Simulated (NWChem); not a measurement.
SiH$_{4}$ cation, doublet; SMILES of the neutral closed-shell parent [SiH4]

```xyz
5

Si     0.0000     0.0000    -0.0816
H      0.0000    -1.3113    -0.7383
H      0.0000     1.3113    -0.7383
H      0.7526     0.0000     1.3094
H     -0.7526     0.0000     1.3094
```
Atoms are numbered in this order, from 1.

Geometry: optimised at B3LYP/6-31G* (spherical d), spin-unrestricted. The spin multiplicity was typed, not searched, and may not be the lowest. No stability test was run on the SCF state.

Symmetry labels are those of C2v in the frame above (b1 and b2, or b-type labels, depend on it).

List the 4 lowest vertical excitations from PBE/def2-SVP, spin-unrestricted, TDA (NWChem).


```tsv
state	energy (eV)	oscillator strength	symmetry of the excitation	<S²>
state 1	2.93	0.000	b2	0.77
state 2	3.88	0.007	a1	0.76
state 3	7.09	0.099	b1	0.77
state 4	7.66	0.007	a1	0.82
```
